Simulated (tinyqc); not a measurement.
Inside a calculation. Method: Hueckel theory of the pi electrons, for the molecule c1ccccc1 (SMILES; centres numbered as the heavy atoms are written). Computed by tinyqc, a small Python program that keeps every step. Settings: charge = 0. Command: `OMP_NUM_THREADS=1 python tinyqc.py 26596 26597 out.jsonl` (the two numbers bound the seeds that draw the settings). One thread of a shared host (Intel(R) Xeon(R) Processor @ 2.60GHz), about 0.01 s of CPU time with the checks.

## The Hueckel matrix

Centres:
```
centre  z_r, pi electrons of the neutral centre       h
1C                                            1  0.0000
2C                                            1  0.0000
3C                                            1  0.0000
4C                                            1  0.0000
5C                                            1  0.0000
6C                                            1  0.0000
```

Bonds:
```
i  j  k
1  2  1
2  3  1
3  4  1
4  5  1
5  6  1
6  1  1
```

H_rr = alpha + h_r beta, H_rs = k_rs beta for bonded centres.

Hueckel matrix in units of beta (H = alpha + beta A):
```
        1C      2C      3C      4C      5C      6C
1C  0.0000  1.0000  0.0000  0.0000  0.0000  1.0000
2C  1.0000  0.0000  1.0000  0.0000  0.0000  0.0000
3C  0.0000  1.0000  0.0000  1.0000  0.0000  0.0000
4C  0.0000  0.0000  1.0000  0.0000  1.0000  0.0000
5C  0.0000  0.0000  0.0000  1.0000  0.0000  1.0000
6C  1.0000  0.0000  0.0000  0.0000  1.0000  0.0000
```

## Orbitals

pi electrons, sum of z_r less the charge = 6

Diagonalise; E = alpha + x beta with beta < 0, so the largest x are filled first; degenerate levels share their electrons. P = sum n_i c_ri c_si; each orbital has its largest coefficient positive (the first on a tie).

x values: 2.0000  1.0000  1.0000  -1.0000  -1.0000  -2.0000

occupations: 2.0000  2.0000  2.0000  0.0000  0.0000  0.0000

coefficients:
```
       MO1      MO2      MO3      MO4      MO5      MO6
1C  0.4082   0.5774   0.0000   0.0000   0.5774   0.4082
2C  0.4082   0.2887   0.5000   0.5000  -0.2887  -0.4082
3C  0.4082  -0.2887   0.5000  -0.5000  -0.2887   0.4082
4C  0.4082  -0.5774   0.0000   0.0000   0.5774  -0.4082
5C  0.4082  -0.2887  -0.5000   0.5000  -0.2887   0.4082
6C  0.4082   0.2887  -0.5000  -0.5000  -0.2887  -0.4082
```

charge and bond-order matrix P:
```
         1C       2C       3C       4C       5C       6C
1C   1.0000   0.6667   0.0000  -0.3333   0.0000   0.6667
2C   0.6667   1.0000   0.6667   0.0000  -0.3333   0.0000
3C   0.0000   0.6667   1.0000   0.6667   0.0000  -0.3333
4C  -0.3333   0.0000   0.6667   1.0000   0.6667   0.0000
5C   0.0000  -0.3333   0.0000   0.6667   1.0000   0.6667
6C   0.6667   0.0000  -0.3333   0.0000   0.6667   1.0000
```

Within a degenerate level the vectors are fixed only up to a rotation; this is one choice.

## Energy, charges, bond orders

E = sum n x; q_r = z_r - P_rr; bond order p = P_rs; free valence = sqrt(3) - sum of p over the bonds of the atom.

pi energy = 6 alpha + this times beta = 8.0000

pi charges: 1C 0.0000, 2C 0.0000, 3C 0.0000, 4C 0.0000, 5C 0.0000, 6C 0.0000

Bond orders and lengths from R = 1.517 - 0.180 p (angstrom, C-C alone):
```
bond       p       R
1-2   0.6667  1.3970
2-3   0.6667  1.3970
3-4   0.6667  1.3970
4-5   0.6667  1.3970
5-6   0.6667  1.3970
6-1   0.6667  1.3970
```

free valence of the carbons: 1C 0.3987, 2C 0.3987, 3C 0.3987, 4C 0.3987, 5C 0.3987, 6C 0.3987

gap between the highest filled and the next level = 2.0000 |beta|
